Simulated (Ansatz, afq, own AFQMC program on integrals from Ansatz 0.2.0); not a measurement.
Two steps: Ansatz 0.2.0 writes the Fock matrix and Cholesky factors of the valence space, and afq projects on them the lowest state that overlaps trial and start.

```yaml
crystal:
  periodic: [false, false, false]
  atoms:
    - {symbol: Si, position_ang: [0.000000, 0.000000, 0.634524]}
    - {symbol: B, position_ang: [0.000000, 0.000000, -1.290679]}
    - {symbol: H, position_ang: [0.000000, -1.025810, -1.918468]}
    - {symbol: H, position_ang: [0.000000, 1.025810, -1.918468]}
basis:
  gaussian: {orbitals: cc-pVDZ}
magnetization: {spin_polarized: true, initial_magnetization: 1}
correlation: {method: ccsd_t, electrons: outside_noble_gas, hamiltonian_folder: ham}
```

```sh
$ ansatz run in.yaml --threads 1 --pin off --events-out ev --progress --plain --max-ram 1843MiB
```

afq runs on the folder ham with

```
--method phaseless --trial cisd --walkers 60 --populations 1 --least-time 40 --time-step 0.005 --steps-per-block 50 --equilibration-blocks 28 --max-blocks 300 --target-error 0.00036 --factor-cut 1e-05 --start spin_pure --seed 9135 --release-times 0.24,0.51,0.99,1.62,2.4 --release-step 0.03 --release-every 4 --taylor-order 6
```

Times are imaginary, in 1/Eh. The walk had a cap of 1011 s.

Log:

```
orbitals 36  electrons 5 4  factors 277 of 402
reference energy -314.68297539 Eh
CCSD correlation -0.18288566 Eh in 12 cycles, weight of the determinant in the CISD state 0.8747
energy of the start -314.865612 Eh
 block  time / (1/Eh)  mean weight  energy / Eh
     1     0.250  0.9995  -314.863497
     2     0.500  0.9985  -314.864105
     3     0.750  1.0024  -314.864275
     4     1.000  1.0006  -314.865161
     5     1.250  1.0007  -314.867809
     7     1.750  0.9986  -314.868636
     9     2.250  1.0008  -314.869912
    11     2.750  0.9990  -314.870234
    21     5.250  0.9997  -314.882482
    31     7.750  1.0014  -314.872776
    41    10.250  1.0007  -314.872658
    51    12.750  0.9986  -314.875085
    61    15.250  0.9996  -314.874889
    71    17.750  0.9989  -314.871713
    81    20.250  0.9990  -314.871816
    86    21.500  0.9994  -314.875568
    91    22.750  1.0012  -314.869548
   101    25.250  1.0002  -314.869574
   111    27.750  1.0014  -314.872230
   121    30.250  1.0011  -314.871720
   131    32.750  0.9997  -314.873966
   141    35.250  1.0013  -314.874032
   151    37.750  0.9989  -314.870834
   161    40.250  0.9999  -314.873114
   171    42.750  0.9992  -314.868136
   181    45.250  0.9996  -314.871303
   186    46.500  1.0000  -314.867345
   191    47.750  1.0015  -314.871012
   201    50.250  1.0011  -314.869316
   211    52.750  0.9992  -314.870952
   216    54.000  0.9983  -314.870209
blocks merged  error / Eh  count
     1  0.000208  190
     2  0.000259  95
     4  0.000320  47
     8  0.000344  23
    16  0.000435  11
released: time / (1/Eh)  energy / Eh  error  mean overlap
  0.24  -314.871975  0.000375  0.9883
  0.51  -314.872102  0.000352  0.9843
  0.99  -314.872218  0.000358  0.9850
  1.62  -314.872777  0.000469  0.9581
  2.40  -314.873406  0.000480  0.9574
energy -314.871683 +/- 0.000344 Eh
(rows thinned)
```

The run passed its tests (sampling time, drift between the halves within three errors, error under three times the target), which doesn't prove that it has relaxed.

Against this walk (error 9.4 meV) on the same determinant: CCSD(T) 15.0 meV higher (within the noise), CCSDT(Q) 25.5 meV lower. The error is statistical and leaves out the bias of the constraint. The released energies are still falling (meV from the phaseless value at times in 1/Eh: -8 ± 10 at 0.24, -11 ± 10 at 0.51, -15 ± 10 at 0.99, -30 ± 13 at 1.62, -47 ± 13 at 2.40), so they give no level.

Cautions: constraint bias not in the error; an unrestricted solution with more broken spin lies lower (13 meV, ⟨S²⟩ 0.92).

The walk took 4.2 min on 1 thread of Arm Neoverse V1, with other jobs on the host. The log's last line is the phaseless energy.

CCSDT and higher add their correlation energy to the determinant of the CCSD(T) run, since their own runs factorise the integrals more tightly (a shift of under 2 meV). A walk keeps the symmetry of its determinant, which the program's search chose and which needn't be the lowest solution, so a lower state of the same spin and another symmetry isn't excluded.
